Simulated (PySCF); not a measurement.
**Working with the constants of O₂**

UHF-CCSD(T) constants of O₂, ³Σg⁻ (triplet), unpaired electrons π ↑↑ (basis O pcseg-1; no relativity; PySCF 2.14; masses 15.9949 and 15.9949 u):

* ωe: 1555.8 cm⁻¹
* ωexe: 12.8 cm⁻¹
* Be: 1.4081 cm⁻¹
* αe: 0.0164 cm⁻¹
* D (centrifugal): 4.61e-06 cm⁻¹
* De to O + O: 4.37 eV

Give the vibrational terms G(v) and spacings up to v = 6.

G(v) = ωe(v+½) − ωexe(v+½)².

| v | G(v) (cm⁻¹) | G(v) − G(v−1) | Bv (cm⁻¹) |
| --- | --- | --- | --- |
| 0 | 775 |  | 1.400 |
| 1 | 2305 | 1530 | 1.383 |
| 2 | 3810 | 1505 | 1.367 |
| 3 | 5288 | 1479 | 1.351 |
| 4 | 6742 | 1453 | 1.334 |
| 5 | 8170 | 1428 | 1.318 |
| 6 | 9572 | 1402 | 1.301 |

How well does the Morse estimate ωe²/(4ωexe) reproduce De, and what is D0?

It gives 5.86 eV, 134 % of the computed De. D0 = De − G(0) = 4.37 − 0.10 = 4.27 eV.

Measured values (Huber and Herzberg, Constants of Diatomic Molecules (1979)): ωe = 1580.193 cm⁻¹, ωexe = 11.981 cm⁻¹, αe = 0.01593 cm⁻¹.

Correlated steps freeze 2 core orbitals. Correlated levels converge slowly with the basis: in double zeta they bind strong bonds too weakly, by up to about 1 eV, and carry superposition errors of some tenths. The state was picked by a PBE0 search and need not be the measured ground state.
